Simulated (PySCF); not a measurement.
NH₃: breathing scan

Level of theory: wB97X in PySCF with N def2-TZVP, H def2-TZVP; no relativity; density-fitted integrals.

Rigid scan from the singlet minimum (N–H 1.011 Å (×3); H–N–H 107.6° (×3)). Coordinate: all bonds to the central atom scaled together. Energies in kJ/mol from the minimum.

Q: Predict the curve at 0.88, 0.92, 0.96, 1.00, 1.04, 1.08, 1.14, 1.22, 1.35.

A: 
```
scale of all bonds to the centre  E (kJ/mol)  dipole size (D)
                            0.88       125.4             1.70
                            0.92        50.9             1.70
                            0.96        11.6             1.70
                            1.00         0.0             1.70
                            1.04         9.8             1.69
                            1.08        36.2             1.68
                            1.14        98.3             1.66
                            1.22       208.4             1.61
                            1.35       417.3             1.49
```

At long bonds a restricted determinant can lie too high, and another spin state can fall below this curve.

Other isomers or separated fragments may lie lower.

The scan took 5.1 s on 4 threads of a shared Intel Xeon Platinum 8259CL @ 2.50GHz (Skylake/Cascade Lake) host; the process peaked at 0.65 GiB. Launch command: `OMP_NUM_THREADS=4 python axn.py task.json out`.
